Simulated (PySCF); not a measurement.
# Phosphorus: a sound run and one with changed settings

Sound run: P [Ne] 3s2 3p3, P⁺ [Ne] 3s2 3p2. All numbers are calculated (PySCF 2.14, the spin-free X2C one-electron Hamiltonian (Gaussian nucleus), in cc-pVDZ-DK (4s3p1d, 18 functions)). The sound run starts from symmetry-adapted Hartree-Fock orbitals and uses a fine grid where one is needed.

A second run was set up differently.

```json
{"species": "P", "method": "UHF", "sound run (hartree)": "-341.52339", "changed run (hartree)": "-341.52339", "converged": "yes"}
{"species": "P", "method": "MN15", "sound run (hartree)": "-342.06837", "changed run (hartree)": "-342.06837", "converged": "yes"}
{"species": "P", "method": "LDA", "sound run (hartree)": "-340.79171", "changed run (hartree)": "-340.79171", "converged": "yes"}
{"species": "P⁺", "method": "UHF", "sound run (hartree)": "-341.15877", "changed run (hartree)": "-341.15877", "converged": "yes"}
{"species": "P⁺", "method": "MN15", "sound run (hartree)": "-341.68688", "changed run (hartree)": "-341.68619", "converged": "yes"}
{"species": "P⁺", "method": "LDA", "sound run (hartree)": "-340.40447", "changed run (hartree)": "-340.40458", "converged": "yes"}
```

Ionisation energy of P:

```json
{"method": "UHF", "sound run (eV)": "9.922", "changed run (eV)": "9.922"}
{"method": "MN15", "sound run (eV)": "10.381", "changed run (eV)": "10.400"}
{"method": "LDA", "sound run (eV)": "10.537", "changed run (eV)": "10.534"}
```

Problem. What was changed?
A. minimal basis
B. angular grid far too coarse
C. too few SCF iterations
D. all electrons correlated in a valence basis

Solution. B. It used 26 angular points. A coarse angular grid integrates products of high-l functions wrongly, so density functionals can shift, and the SCF can exploit the error; Hartree-Fock and MP2 need no grid.
